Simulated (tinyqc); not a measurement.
Inside a calculation (part 2 of 2). Method: RHF in the sto-3g basis, for LiH, spin multiplicity 1. Computed by tinyqc, a small Python program that keeps every step (integrals from PySCF). Command: `OMP_NUM_THREADS=1 python tinyqc.py 25517 25518 out.jsonl` (the two numbers bound the seeds that draw the settings). One thread of a shared host (Intel(R) Xeon(R) Processor @ 2.60GHz), about 0.07 s of CPU time with the checks.

Geometry (angstrom):
```
atom       x       y       z
Li    0.0000  0.0000  0.0000
H     0.0000  0.0000  1.7120
```

## Convergence

Stop when the energy changes by less than 1e-08 hartree and every element of the error matrix X^T (F D S - S D F) X is below 3e-05.

Course of the cycle:
```
iteration  E (hartree)     change  largest element of the error matrix
1            -1.563436          -                             1.11e-01
2            -7.385652  -5.82e+00                             2.59e-01
3            -7.310372   7.53e-02                             1.83e-01
4            -7.352006  -4.16e-02                             2.22e-01
5            -7.312033   4.00e-02                             1.69e-01
6            -7.753858  -4.42e-01                             2.55e-01
7            -7.761373  -7.51e-03                             2.45e-01
8            -7.816155  -5.48e-02                             1.62e-01
9            -7.855071  -3.89e-02                             1.98e-02
10           -7.856192  -1.12e-03                             5.95e-03
11           -7.856402  -2.10e-04                             5.13e-04
12           -7.856403  -1.30e-06                             2.50e-05
13           -7.856403  -1.57e-09                             1.33e-06
```

PySCF RHF in the same basis = -7.856403 hartree

Converged in 13 iterations.

## Populations, bond orders and dipole

D after iteration 13:
```
          1Li 1s   1Li 2s  1Li 2px  1Li 2py  1Li 2pz    2H 1s
1Li 1s    2.0172  -0.0837   0.0000   0.0000  -0.1211  -0.1746
1Li 2s   -0.0837   0.4343   0.0000   0.0000   0.3176   0.5175
1Li 2px   0.0000   0.0000   0.0000   0.0000   0.0000   0.0000
1Li 2py   0.0000   0.0000   0.0000   0.0000   0.0000   0.0000
1Li 2pz  -0.1211   0.3176   0.0000   0.0000   0.2341   0.3807
2H 1s    -0.1746   0.5175   0.0000   0.0000   0.3807   0.6195
```

overlap S:
```
         1Li 1s  1Li 2s  1Li 2px  1Li 2py  1Li 2pz   2H 1s
1Li 1s   1.0000  0.2411   0.0000   0.0000   0.0000  0.0523
1Li 2s   0.2411  1.0000   0.0000   0.0000   0.0000  0.3674
1Li 2px  0.0000  0.0000   1.0000   0.0000   0.0000  0.0000
1Li 2py  0.0000  0.0000   0.0000   1.0000   0.0000  0.0000
1Li 2pz  0.0000  0.0000   0.0000   0.0000   1.0000  0.4903
2H 1s    0.0523  0.3674   0.0000   0.0000   0.4903  1.0000
```

Mulliken: Z minus the diagonal of D S on the atom; Loewdin: the same with S^(1/2) D S^(1/2); Mayer order: 2 sum_s sum (D(s) S)_ij (D(s) S)_ji over the two atoms.

Charges (e):
```
atom  Mulliken  Loewdin
1Li    -0.0128  -0.0108
2H      0.0128   0.0108
```

Mayer bond orders:
```
pair   order
2-1   0.9998
```

dipole moment about the origin, x y z (debye): 0.0000  0.0000  -4.8910
